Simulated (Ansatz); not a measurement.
## FO (charge -1): a ladder of basis sets, step by step

Computed with Ansatz 0.2.0 through its Python package.

The cells in order, each with its output:

**Cell 1**
```python
import ansatz as az
from ase import Atoms
```

**Cell 2**
```python
METHOD = "mp2"
NET_CHARGE = -1

atoms = Atoms(["O", "F"], positions=[
    (0.0, 0.0, 0.0),
    (0.0, 0.0, 1.315),
])
mol = az.Crystal.molecule_from_ase(atoms)
```

**Cell 3**
```python
model = mol.calculation().correlation(METHOD).charge(NET_CHARGE)
```

**Cell 4**
```python
energies = {}
for basis in ["cc-pVDZ", "cc-pVTZ", "cc-pVQZ"]:
    rep = model.basis(gaussian=basis).run().report
    size = rep["n_frozen"] + rep["n_occupied"][0] + rep["n_virtual"][0]
    energies[basis] = (rep["reference_energy_ev"] / 27.211386246, rep["free_energy_ev"] / 27.211386246)
    print(f"{basis:14s} {size:4d} orbitals  reference {energies[basis][0]:14.6f} Ha  total {energies[basis][1]:14.6f} Ha")
```
Output:
```text
cc-pVDZ          28 orbitals  reference    -174.120578 Ha  total    -174.480829 Ha
cc-pVTZ          60 orbitals  reference    -174.190107 Ha  total    -174.680385 Ha
cc-pVQZ         110 orbitals  reference    -174.210605 Ha  total    -174.750386 Ha
```

**Cell 5**
```python
# correlation energy at the basis limit from E(X) = E + A / X^3
small, large = (energies[b][1] - energies[b][0] for b in ("cc-pVTZ", "cc-pVQZ"))
limit = (4 ** 3 * large - 3 ** 3 * small) / (4 ** 3 - 3 ** 3)
print(f"correlation energy: {small:.6f} and {large:.6f} Ha, extrapolated {limit:.6f} Ha")
print(f"share caught by the larger set: {100 * large / limit:.1f} %")
```
Output:
```text
correlation energy: -0.490277 and -0.539780 Ha, extrapolated -0.575904 Ha
share caught by the larger set: 93.7 %
```

Against cc-pVDZ: cc-pVTZ -199.6 mHa and cc-pVQZ -269.6 mHa. The last step alone is -70.00 mHa.

Notes:
- The drop along the ladder measures the basis error, and is no property of the molecule.
- The geometry is a force-field or estimated start, not a minimum of this method, and the last set is no limit. Much of the fall in a total is atomic energy, which cancels in bond and reaction energies.
- Inner cores stay frozen, so this is valence correlation.
- The spin state was assumed, and another may lie lower.
- An extrapolation from small basis sets is rough.
- Anions want diffuse functions, which this basis lacks.
- The whole script took 1.5 s on 1 thread of Arm Neoverse V2, with other jobs on the host, peak memory 0.21 GiB.
